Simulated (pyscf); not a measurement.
Four-centre exchange: `[OH][Al]([Cl])[Cl]` + `[NH3]` → `[OH2]` + `[NH2][Al]([Cl])[Cl]`

Gas phase, singlet surface, charge 0. Bonds broken: O1–Al2, N6–H7. Bonds formed: O1–H7, Al2–N6. Optimised with ωB97X-D3(BJ)/def2-SVP in PySCF.

Transition state (Å):

```xyz
9

O      0.0473    -0.4446     0.9239
Al    -1.2127    -0.5268    -0.4789
Cl    -1.1639    -2.3689    -1.4895
Cl    -3.0637     0.2190     0.2094
H     -0.1414    -0.2032     1.8385
N     -0.0320     0.8081    -1.1022
H      0.3841     0.3813     0.2203
H      0.5949     0.6094    -1.8810
H     -0.3819     1.7589    -1.2140
```

One imaginary mode, 873i cm⁻¹; descent along it reached the two sides named, in the forms told below.

```json
[
 {"bond": "O1–Al2", "change": "breaks", "reactant side (Å)": "1.717", "saddle": "1.887", "product side": "1.978"},
 {"bond": "N6–H7", "change": "breaks", "reactant side (Å)": "1.023", "saddle": "1.451", "product side": "2.323"},
 {"bond": "O1–H7", "change": "forms", "reactant side (Å)": "2.599", "saddle": "1.136", "product side": "0.978"},
 {"bond": "Al2–N6", "change": "forms", "reactant side (Å)": "2.003", "saddle": "1.888", "product side": "1.803"}
]
```

Electronic energies relative to the separated reactants (eV):

| level | barrier | reaction energy | reverse barrier |
|---|---|---|---|
| ωB97X-D3(BJ)/def2-TZVP | -0.50 | +0.40 | -0.90 |
| PBE/def2-TZVP | -0.48 | +0.42 | -0.90 |
| r²SCAN/def2-TZVP | -0.53 | +0.45 | -0.97 |
| B3LYP-D3(BJ)/def2-TZVP | -0.43 | +0.43 | -0.86 |
| PBE0-D3(BJ)/def2-TZVP | -0.55 | +0.40 | -0.95 |
| M06-2X/def2-TZVP | -0.54 | +0.41 | -0.94 |
| ωB97M-D3(BJ)/def2-TZVP | -0.43 | +0.42 | -0.85 |
| HF/def2-TZVP | 0.09 | +0.46 | -0.37 |

With ωB97M-D3(BJ)/def2-TZVP energies and thermal terms (ideal gas, 1 atm, RRHO with modes under 100 cm⁻¹ raised to 100, one conformer, R ln 2 for chiral ones without a mode under 150 cm⁻¹), in eV:

```
T (K)    ΔH‡   ΔG‡     ΔH     ΔG
-----  -----  ----  -----  -----
298    -0.48  0.02  +0.41  +0.42
600    -0.47  0.53  +0.42  +0.44
900    -0.44  1.02  +0.43  +0.44
1200   -0.41  1.51  +0.43  +0.45
```

On the reactant side the descent ends in an adduct with a Al–N contact, 1.71 eV under the separated species and 1.21 eV under the saddle at ωB97X-D3(BJ)/def2-TZVP. On the product side the descent ends in an adduct with a Al–O contact, 1.10 eV under the separated species and 0.20 eV under the saddle at ωB97X-D3(BJ)/def2-TZVP. At ωB97X-D3(BJ)/def2-TZVP, PBE, r²SCAN, B3LYP-D3(BJ), PBE0-D3(BJ), M06-2X, ωB97M-D3(BJ) the saddle lies under the separated reactants, which points to a path from their complex (located at ωB97X-D3(BJ) alone). At ωB97X-D3(BJ)/def2-TZVP, PBE, r²SCAN, B3LYP-D3(BJ), PBE0-D3(BJ), M06-2X, ωB97M-D3(BJ)/def2-TZVP, HF the saddle lies under the separated products, which points to a path from their complex (located at ωB97X-D3(BJ) alone), and parting the products costs more than the saddle. What is counted as formed (Al–N) is already present as a longer contact in the reactant adduct; forming that adduct is a step of its own. What is counted as broken (Al–O) persists as a longer contact in the product adduct; parting that adduct is a step of its own. One saddle was located; it need not be the lowest between these sides.
